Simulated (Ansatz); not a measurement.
`C=CCC=O` → `C#CCOC`  (isomerisation)

Program: Ansatz. Geometries: PBE0-D4/def2-TZVP. ΔE: electronic, gas phase. CCSD(T)/CBS adds triple-zeta CCSD(T) − MP2 to the extrapolated MP2 energy (def2 sets, frozen cores). DFT in def2-TZVPP. One conformer a species, not always the lowest.

```csv
level,ΔE (kJ/mol)
ωB97X-V,151.3
ωB97M-V,148.2
MP2/def2-TZVPP,138.2
SCS-MP2/def2-QZVPP,138.3
```

Q: What does CCSD(T)/CBS give? (An estimate is asked.)

A: Computed: +143.8 kJ/mol. The listed levels differ from it by 7.5, 4.4, -5.6, -5.5 kJ/mol.

Largest T1 diagnostic among the species: 0.013.

In def2-TZVPP, CCSD(T) changes the Hartree–Fock value by −4.4 kJ/mol (the triples alone add +0.5 kJ/mol) and MP2 by −12.0 kJ/mol.

CCSD(T)/CBS has its own doubt, a few kJ/mol and more with outer-core shells, so smaller differences from it don't rank the levels.
